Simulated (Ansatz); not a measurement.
Input for Ansatz (development build ahead of 0.2.0):

```yaml
crystal:
  periodic: [false, false, false]
  atoms:
    - { symbol: "N", position_ang: [0.0, 0.0, 0.0] }
    - { symbol: S, position_ang: [0.0, 0.0, 1.4193] }
basis:
  gaussian: { orbitals: def2-SVP }
magnetization:
  initial_magnetization: 1
hamiltonian:
  xc: hf
correlation:
  method: mp2
  frozen_orbitals: { "N": 1, S: 5 }
```

The input is written out in the form of the current development build from the run's settings. Correlation on restricted open-shell orbitals is semicanonical, with singles.

The run gave:

| Quantity | Value |
| --- | --- |
| Converged | yes |
| Reference energy | -451.71793 hartree |
| Correlation energy | -0.28123 hartree |
| Total energy | -451.99916 hartree |
| Spin squared of the determinant | 0.750 |
| Stability test | minimum among restricted orbitals |
| Occupied orbitals by symmetry in an Abelian subgroup (alpha; beta) | 7 A1 3 B1 2 B2; 7 A1 2 B1 2 B2 |

Messages of the program:
```
mean field -12291.87112265 eV, -451.7179320278 hartree, gradient 3.0e-6 eV, S^2 0.750000; 3 other ends of a descent, 0 dependent functions left out
```
